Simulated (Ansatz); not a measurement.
`CC(C)Cl`. The species carries charge 0 and has multiplicity 1. Geometry: relaxed with PBE0-D4/def2-TZVP.

```xyz
11

C     0.216   -0.759   -1.022
C     0.497   -0.020    0.265
C    -0.630    0.893    0.688
Cl    0.817   -1.215    1.578
H     1.045   -1.414   -1.291
H    -0.688   -1.365   -0.929
H     0.066   -0.039   -1.832
H     1.428    0.543    0.182
H    -0.799    1.648   -0.086
H    -1.554    0.327    0.822
H    -0.398    1.402    1.623
```

Problem. What is the dipole moment at PBE/def2-TZVPP? (Best estimate.)

Solution. The calculation gave: 2.06 D, with components (-0.46, 1.32, -1.51) D in this frame, pointing from negative to positive charge.

Problem. And with r2SCAN, B3LYP, ωB97M-V? (Best estimate.)

Solution. Computed: r2SCAN 2.18 D, B3LYP 2.12 D, ωB97M-V 2.12 D.

Problem. Give the Mulliken charges with PBE, ωB97M-V, B3LYP in def2-TZVPP. (Best estimate.)

Solution. Computed: 
```
atom    PBE  ωB97M-V  B3LYP
  C1  -0.23    -0.29  -0.23
  C2   0.05    -0.03   0.06
  C3  -0.23    -0.29  -0.23
 Cl4  -0.18    -0.15  -0.19
  H5   0.10     0.12   0.10
  H6   0.09     0.11   0.08
  H7   0.08     0.09   0.08
  H8   0.09     0.11   0.09
  H9   0.08     0.09   0.08
 H10   0.09     0.11   0.08
 H11   0.10     0.12   0.10
```

B3LYP here is the variant with VWN-RPA as its local correlation; programs differ in this.
